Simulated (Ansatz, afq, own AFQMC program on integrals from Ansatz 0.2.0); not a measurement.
**AlGeH2, doublet → AlGeH$_{2}$⁻, singlet**

```xyz
4

Ge   -0.0108    0.0000    0.6644
Al   -0.0327    0.0000   -1.7631
H     0.8273   -1.0534   -0.3408
H     0.8273    1.0534   -0.3408
```

Connectivity, by distances: Ge–Al, 2 bridging H.

E(singlet, charge -1) − E(doublet, charge +0) at this geometry, on UHF and RHF determinants.

Basis aug-cc-pVDZ. Only valence electrons are correlated. Integrals, coupled cluster, full CI and functionals: Ansatz 0.2.0; the random walks run on the same integrals in our own AFQMC program. The CISD trial takes its coefficients from CCSD amplitudes. Released means that phaseless walkers are propagated on without the constraint, phases kept. Error bars are statistical, one sigma. No spin–orbit coupling. The errors of all members are added in quadrature.

No full CI on the walks' own integrals is used here; CCSDT(Q) serves as the reference and is uncertain by about the last step of the cluster series. Each member takes its own surest rung, up to full CI.

Errors are counted within aug-cc-pVDZ, not against nature.

Cautions: inner d shell frozen; no relativity below Rb; no spin-orbit coupling; AlGeH₂ (doublet): unrestricted determinant spin contaminated (⟨S²⟩ 0.85 against 0.75), the released energies are still falling, so no released level is given (meV from the phaseless value at times in 1/Eh: -2 ± 4 at 0.24, -7 ± 3 at 0.51, -14 ± 3 at 0.99, -16.4 ± 2.3 at 1.62, -18 ± 3 at 2.40), though the last usable value meets CCSDT(Q) within the noise, its ph-AFQMC/CISD value lies 18 ± 5 meV above CCSDT(Q).

Reference (CCSDT(Q)): -1.428 eV.

```csv
level,vertical energy of electron attachment (eV),error against CCSDT(Q) (eV)
HF,-0.590,0.838
MP2,-1.473,-0.045
CCSD,-1.361,0.067
CCSD(T),-1.428,0.001
CCSDT,-1.421,0.008
ph-AFQMC/CISD,-1.432 ± 0.007,-0.004 ± 0.007
```

Correlation beyond CCSD(T) changes it by less than 2 meV. The perturbative (T) step is worth −0.067 eV. Where the cautions show a poor determinant, the low rows tell how each method copes with it, not its usual error.

A walk keeps the symmetry of its determinant, which the program's search chose and which needn't be the lowest solution, so a lower state of the same spin and another symmetry isn't excluded.
